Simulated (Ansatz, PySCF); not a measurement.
Reaction: C2H6O (SMILES CCO) → CH3 (SMILES [CH3], doublet) + CH3O (SMILES O[CH2], doublet) (the C-C bond breaks)
Each species at its own B3LYP-D3(BJ)/def2-TZVP minimum (Ansatz, a program for electronic structure), one conformer.

Property: bond dissociation energy (enthalpy at 298 K, ideal-gas terms from PySCF's Hessians at B3LYP-D3(BJ)/def2-TZVP), in kJ/mol. UHF or UKS for unpaired electrons; spin-orbit terms are left out. Correlated methods leave the cores frozen. Rows without X2C or -DK are non-relativistic. CBS(X,Y): correlation extrapolated as X^-3, Hartree-Fock from the larger set. A bracket is a step between two methods taken in the basis named. '+ core + X2C': CCSD(T) terms for core correlation (cc-pwCVTZ) and scalar relativity (cc-pVTZ-DK).

From measured enthalpies of formation at 298 K: 87.2 kcal/mol (Active Thermochemical Tables 1.112 (ions: stationary electron), as tabulated in the package chemicals). The calculations leave out spin-orbit terms.

```json
[
 {"level": "HF/cc-pVDZ", "program": "Ansatz", "bond dissociation energy (kJ/mol)": "248.8", "error against that value": "-116.2"},
 {"level": "HF/cc-pVTZ", "program": "Ansatz", "bond dissociation energy (kJ/mol)": "243.4", "error against that value": "-121.6"},
 {"level": "MP2/cc-pVQZ", "program": "Ansatz", "bond dissociation energy (kJ/mol)": "380.8", "error against that value": "15.8"},
 {"level": "CCSD/cc-pVTZ", "program": "Ansatz", "bond dissociation energy (kJ/mol)": "349.3", "error against that value": "-15.7"},
 {"level": "CCSD/cc-pVQZ", "program": "Ansatz", "bond dissociation energy (kJ/mol)": "352.9", "error against that value": "-12.1"},
 {"level": "CCSD(T)/cc-pVDZ", "program": "Ansatz", "bond dissociation energy (kJ/mol)": "350.3", "error against that value": "-14.7"},
 {"level": "CCSD(T)/CBS(cc-pVTZ,cc-pVQZ)", "program": "Ansatz", "bond dissociation energy (kJ/mol)": "366.3", "error against that value": "1.3"},
 {"level": "CCSDT(Q)/cc-pVDZ", "program": "Ansatz", "bond dissociation energy (kJ/mol)": "349.9", "error against that value": "-15.1"},
 {"level": "CCSD(T)/CBS(cc-pVTZ,cc-pVQZ) + [CCSDT(Q) - CCSD(T)]/cc-pVDZ + core + X2C", "program": "Ansatz", "bond dissociation energy (kJ/mol)": "366.7", "error against that value": "1.7"}
]
```
